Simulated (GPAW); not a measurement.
# BSiH3O (SMILES B1O[SiH2]1), run twice

Aim: the charge distribution of BSiH3O at PBE/real-space grid (scalar-relativistic datasets).

The results are computed with GPAW 26.7.0.

6 further runs of the same task are left out: 3 that didn't finish, 3 set aside as unsound or not needed. Runs told in other sessions of the task aren't counted.

### Step 1. The structure to begin with

BSiH3O has 6 atoms, charge 0, and is taken as a singlet. As SMILES, `B1O[SiH2]1`. The coordinates come from a GFN2-xTB relaxation.

Bond lengths: B1–O2 1.320 Å, B1–Si3 1.883 Å, O2–Si3 1.796 Å, B1–H4 1.159 Å, Si3–H5 1.460 Å, Si3–H6 1.458 Å. Angles: B1–O2–Si3 72.6°, O2–B1–Si3 65.5°, B1–Si3–O2 42.0°, O2–B1–H4 132.7°, Si3–B1–H4 161.9°, B1–Si3–H5 121.4°, B1–Si3–H6 121.6°, O2–Si3–H5 103.7°, O2–Si3–H6 103.6°, H5–Si3–H6 110.5°.

### Step 2. The input as first written

Contents of calc.py:

```python
import numpy as np
from ase import Atoms
from ase.units import Bohr, Debye
from gpaw import GPAW

# Geometry
positions_bohr = np.array(
              [[ -1.759883,  -0.977423,  -0.721119],
               [  0.352207,  -2.048784,   0.061284],
               [  0.748993,   1.309637,   0.348201],
               [ -3.636476,  -1.792443,  -1.501009],
               [  2.966587,   1.839516,  -1.204077],
               [  1.328553,   1.669497,   3.016721]])
mol = Atoms("BOSiHHH", positions=positions_bohr * Bohr)
mol.center(vacuum=4.5)

# GPAW settings
dft = GPAW(mode="fd", h=0.2, xc="PBE2", maxiter=57, txt="-")
mol.calc = dft

energy = mol.get_potential_energy()
print(f"Energy: {energy:.5f} eV")
forces = mol.get_forces()
print("Forces (eV/Ang)")
for symbol, f in zip(mol.symbols, forces):
    print(f'{symbol:2} {f[0]:9.4f} {f[1]:9.4f} {f[2]:9.4f}')
dipole = mol.get_dipole_moment() / Debye
print(f"Dipole                  {np.linalg.norm(dipole):.3f} D")
homo, lumo = dft.get_homo_lumo()
print(f"HOMO                    {homo:.3f} eV")
print(f"LUMO = {lumo:.3f} eV")
print(f"Gap                     {lumo - homo:.3f} eV")
```

On the command line:

```console
$ python3 calc.py
```

The log of the run:

```text
__  _  _
 | _ |_)|_||  |
 |__||  | ||/\| - 26.7.0

units:  Angstrom and eV
cores:  1
OpenMP: False

Versions:
  Python: 3.12.14
  ASE:    3.29.0
  Numpy:  2.5.5
  Scipy:  1.18.1
  Libxc:  7.0.0

        _gpaw.cpython-312-aarch64-linux-gnu.so

Input parameters:
  mode=FD(),
  h=0.2,
  maxiter=57,
  xc=XC(name='PBE2')
Traceback (most recent call last):
ValueError: not enough values to unpack (expected 2, got 1)

During handling of the above exception, another exception occurred:

NameError: Unknown functional: PBE2.
```

Run time: 0.93 s. Hardware: 1 thread of Arm Neoverse N1, shared host; peak memory 0.095 GiB.

### Step 3. Diagnosis

The input was rejected.

The log says `NameError: Unknown functional: PBE2.`. What is wrong: the input names a functional that the program doesn't know. To mend it: functional PBE in place of PBE2.

### Step 4. The mended input

Contents of run.py:

```python
import numpy as np
from ase import Atoms
from ase.units import Bohr, Debye
from gpaw import GPAW

positions_bohr = np.array(
              [[ -1.759883,  -0.977423,  -0.721119],
               [  0.352207,  -2.048784,   0.061284],
               [  0.748993,   1.309637,   0.348201],
               [ -3.636476,  -1.792443,  -1.501009],
               [  2.966587,   1.839516,  -1.204077],
               [  1.328553,   1.669497,   3.016721]])
atoms = Atoms('BOSiHHH', positions=positions_bohr * Bohr)
atoms.center(vacuum=4.5)

calc = GPAW(mode='fd', h=0.2, xc='PBE', maxiter=100, txt='-')
atoms.calc = calc

energy = atoms.get_potential_energy()
print(f'Energy                  {energy:.5f} eV')
forces = atoms.get_forces()
print('Forces (eV/Ang)')
for symbol, f in zip(atoms.symbols, forces):
    print(f'{symbol:2} {f[0]:9.4f} {f[1]:9.4f} {f[2]:9.4f}')
dipole = atoms.get_dipole_moment() / Debye
print(f'Dipole: {np.linalg.norm(dipole):.3f} D')
homo, lumo = calc.get_homo_lumo()
print(f'HOMO                    {homo:.3f} eV')
print(f'LUMO: {lumo:.3f} eV')
print(f'Gap                     {lumo - homo:.3f} eV')
```

On the command line:

```console
$ python3 -u run.py | tee run.out
```

The log of the run:

```text
[...]
Number of symmetries: 1
[...]
  Number of IBZ points: 1
[...]
Spin-components: 1 (collinear spins)
Bands:           14
[...]
  Valence electrons: 16.0
[...]
  Grid points: [64 56 56]
  Charge: 0.0  # |e|
[...]
    cutoffs:
[...]
occupation numbers:
  # Zero width
[...]
xc functional:
  name: PBE with 2 nearest neighbor stencil
[...]
|iter     |     time |      energy | eigst |  dens |
[...]
|iter:   1| 00:00:03 |  -31.426008 | +1.19 |       |
[...]
|iter:  14| 00:00:21 |  -28.757186c| -7.59c| -5.60c|
Converged in 14 steps
[...]
Energy contributions relative to reference atoms: (reference = -10634.156605)
Energy contributions:
  Kinetic:          38.845668
  Coulomb:         -40.043687
  Zero:              0.602715
  External:          0.000000
  Xc:              -28.161882
  Entropy:           0.000000
  Spinorbit:         0.000000
  ----------------------------
  Free energy:     -28.757186
  Extrapolated:    -28.757186
dipole moment: (-0.059185, 0.243309, -0.012708)  # |e|*Ang
Fermi level: -4.147
Eigenvalues  # (at kpt = [0.000, 0.000, 0.000])
| band index |      eig [eV] | occ [0-2] |
|------------|---------------|-----------|
|          0 |       -25.732 |     2.000 |
|          1 |       -13.438 |     2.000 |
|          2 |       -12.124 |     2.000 |
|          3 |       -10.654 |     2.000 |
|          4 |       -10.161 |     2.000 |
|          5 |        -9.395 |     2.000 |
|          6 |        -8.159 |     2.000 |
|          7 |        -6.177 |     2.000 |
|          8 |        -2.117 |     0.000 |
|          9 |        -2.009 |     0.000 |
|         10 |        -0.072 |     0.000 |
|         11 |         0.094 |     0.000 |
[...]
Gap: 4.060 eV
Transition (v -> c):
[...]
Forces (eV/Ang)
B    -0.3767    0.0103   -0.1764
O     0.3404   -0.5758    0.0700
Si    0.3811    0.1225    0.1208
H    -0.8274   -0.2949   -0.3198
H     0.4434    0.4027   -0.3813
H     0.0693    0.3510    0.6250
Dipole: 1.204 D
HOMO                    -6.177 eV
LUMO: -2.117 eV
Gap                     4.060 eV
```

Run time: 23 s. Hardware: 1 thread of Arm Neoverse N1, shared host; peak memory 0.53 GiB.

### Step 5. Outcome

At PBE/real-space grid (scalar-relativistic datasets):

```
                                              quantity        value
energy as printed (from the program's reference atoms)  -28.7572 eV
                                         dipole moment       1.20 D
                                           HOMO energy     -6.18 eV
                                           LUMO energy     -2.12 eV
                                         HOMO–LUMO gap      4.06 eV
```
